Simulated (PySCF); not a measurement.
C₂F₄, SMILES FC(F)=C(F)F (connectivity only; charge and spin as stated), charge -1, multiplicity 2.

Coordinates come from a TPSSh-D3(BJ)/def2-SVPD optimisation. The spin state was assumed, not searched.

Method: ωB97X/def2-SVPD (PySCF).

The molecule is in vacuum.

```json
{
  "total_energy": "-475.06486 hartree",
  "point_group": "C2",
  "α spin, highest occupied and lowest empty level": "-2.41 and 7.06 eV",
  "β spin, highest occupied and lowest empty level": "-2.65 and 5.87 eV",
  "dipole_moment_about_the_centre_of_nuclear_charge": "0.71 D",
  "mean_static_polarisability": "44.3 bohr³ (6.57 Å³)",
  "polarisability_principal_values": "34.6, 37.5, 60.8 bohr³",
  "⟨S²⟩": "0.768 (pure state 0.75)"
}
```
